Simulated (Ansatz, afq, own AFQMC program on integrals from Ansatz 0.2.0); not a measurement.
Two steps: Ansatz 0.2.0 writes the Fock matrix and Cholesky factors of the valence space, and afq projects on them the lowest state that overlaps trial and start.

```yaml
crystal:
  periodic: [false, false, false]
  atoms:
    - {symbol: Si, position_ang: [0.000000, 0.018056, 1.651607]}
    - {symbol: Ge, position_ang: [0.000000, -0.028376, -0.700224]}
    - {symbol: H, position_ang: [0.000000, 1.185718, 2.580640]}
    - {symbol: H, position_ang: [0.000000, -1.209392, 2.499223]}
    - {symbol: H, position_ang: [0.000000, 1.565561, -0.637062]}
basis:
  gaussian: {orbitals: cc-pVQZ}
magnetization: {spin_polarized: true, initial_magnetization: 1}
correlation: {method: ccsd_t, electrons: outside_noble_gas, hamiltonian_folder: ham}
```

```sh
$ ansatz run in.yaml --threads 1 --pin off --events-out ev --progress --plain --max-ram 15360MiB --backend cuda --devices 0, --max-vram 18GiB
```

afq runs on the folder ham with

```
--method phaseless --trial hf --walkers 200 --populations 10 --least-time 40 --time-step 0.005 --steps-per-block 20 --equilibration-blocks 112 --max-blocks 4000 --target-error 0.001 --factor-cut 1e-05 --start spin_pure --seed 2013 --taylor-order 6
```

Times are imaginary, in 1/Eh. The walk had a cap of 250 s. With eight or more populations the least sampling time is a fifth of least-time, and the error comes from their spread. Filled inner d shells are frozen with the cores.

Output of the walk:

```
orbitals 198  electrons 6 5  factors 1270 of 1295
reference energy -2366.03670148 Eh
CCSD correlation -0.25635769 Eh in 12 cycles, weight of the determinant in the CISD state 0.8501
energy of the start -2366.036975 Eh
 block  time / (1/Eh)  mean weight  energy / Eh
     1     0.100  0.9998  -2366.089511
     2     0.200  1.0016  -2366.129085
     3     0.300  1.0013  -2366.157883
     4     0.400  1.0014  -2366.176028
     5     0.500  1.0013  -2366.192545
    10     1.000  0.9997  -2366.242886
    76     7.600  1.0004  -2366.313929
   151    15.100  0.9997  -2366.314298
   226    22.600  1.0012  -2366.303591
   301    30.100  0.9996  -2366.305662
   376    37.600  1.0011  -2366.294532
   451    45.100  1.0008  -2366.307324
   496    49.600  1.0001  -2366.343148
   526    52.600  1.0001  -2366.293487
   586    58.600  1.0003  -2366.281588
   601    60.100  0.9978  -2366.288699
   631    63.100  0.9993  -2366.316303
error from the spread of 10 populations
energy -2366.307298 +/- 0.000970 Eh
(rows thinned)
```

The run passed its tests (sampling time, drift between the halves within three errors, error under three times the target), which doesn't prove that it has relaxed.

Against this walk (error 26.4 meV) on the same determinant: CCSD(T) 88.6 meV higher, a separate phaseless walk with a CISD trial and standard settings 60.8 ± 26.9 meV higher. The error is statistical and leaves out the bias of the constraint. None of these is a sure reference here.

Cautions: constraint bias not in the error; no relativity below Rb; no spin-orbit coupling; inner d shell frozen; so few walkers bias the energy.

The walk took 60 s on 1 × NVIDIA H100 80GB HBM3 with 2 threads of AMD EPYC 7R13 Processor (Zen 3), with other jobs on the host (the card was shared). The log's last line is the phaseless energy.

A walk keeps the symmetry of its determinant, which the program's search chose and which needn't be the lowest solution, so a lower state of the same spin and another symmetry isn't excluded.
